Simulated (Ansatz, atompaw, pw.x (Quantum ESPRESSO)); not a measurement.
**Which Mo potential is closest to all-electron in the bcc crystal?**

All use LDA (PW92), scalar-relativistic, no spin, cutoffs from each file’s atomic test, pw.x 7.5; 15³ k-points, Fermi–Dirac smearing 0.01 Ry. Δ is the rms difference from all-electron LAPW of the E(V) curves that follow from fits to the pressures, over ±6 % in volume. Mesh and smearing are coarse and serve the comparison alone. The files are a selection: those with a ghost or negative overlap were mostly not run, and those with noisy or unconverged pressures or nearly equal Δ are left out.

All-electron: a0 = 3.113 Å (V0 = 15.08 Å³/atom), B0 = 291.6 GPa.

(1) Rank them by Δ, smallest first.
A. PAW, atompaw 4.2.0.5, LDA (PW92); core [Ar] 3d10, reference 4s2 4p6 4d5 5s1 5p0; waves: 4s (bound); 5s (bound); 4p (bound); 5p (bound, empty); 4d (bound); 4d channel at 0.5 Ry; local part: bessel scheme, radius 1.90 bohr; core correction: smooth core density matched at 2.25 bohr; augmentation: besselshape compensation charge, radius 1.90 bohr; PAW radius 2.45 bohr; waves and projectors: bloechl.
B. PAW, atompaw 4.2.0.5, LDA (PW92); core [Ar] 3d10, reference 4s2 4p6 4d5 5s1 5p0; waves: 4s (bound): rc 1.70 bohr; 5s (bound): rc 2.30 bohr; 4p (bound): rc 1.90 bohr; 5p (bound, empty): rc 2.65 bohr; 4d (bound): rc 2.65 bohr; 4d channel at 3.15 Ry: rc 2.65 bohr; local part: troulliermartins scheme with l = 3 at 0 Ry, radius 1.90 bohr; core correction: smooth core density matched at 2.05 bohr; augmentation: besselshape compensation charge, radius 2.35 bohr; PAW radius 2.65 bohr; waves and projectors: custom rrkj gramschmidtortho.
C. PAW, atompaw 4.2.0.5, LDA (PW92); core [Ar] 3d10, reference 4s2 4p6 4d5 5s1 5p0; waves: 4s (bound): rc 1.40 bohr; 5s (bound): rc 1.90 bohr; 4p (bound): rc 1.80 bohr; 5p (bound, empty): rc 2.20 bohr; 4d (bound): rc 2.70 bohr; 4d channel at 0.2 Ry: rc 2.70 bohr; local part: troulliermartins scheme with l = 3 at 0 Ry, radius 2.20 bohr; core correction: smooth core density matched at 1.75 bohr; augmentation: besselshape compensation charge, radius 2.10 bohr; PAW radius 2.70 bohr; waves and projectors: custom polynom2 7 10 vanderbiltortho.
D. PAW, atompaw 4.2.0.5, LDA (PW92); core [Ar] 3d10, reference 4s2 4p6 4d5 5s1 5p0; waves: 4s (bound): rc 1.95 bohr; 5s (bound): rc 2.20 bohr; 4p (bound): rc 1.40 bohr; 5p (bound, empty): rc 2.20 bohr; 4d (bound): rc 2.20 bohr; 4d channel at 2.35 Ry: rc 1.90 bohr; 4f channel at 0.15 Ry: rc 2.20 bohr; 4f channel at 0.55 Ry: rc 2.10 bohr; local part: ultrasoft scheme with l = 4 at 0.5 Ry, radius 1.45 bohr; core correction: smooth core density matched at 1.95 bohr; augmentation: sinc compensation charge, radius 1.70 bohr; PAW radius 2.20 bohr; waves and projectors: custom polynom vanderbiltortho.

Answers

(1) C (0.8 meV/atom), D (5.4 meV/atom), A (9.0 meV/atom), B (12.1 meV/atom).
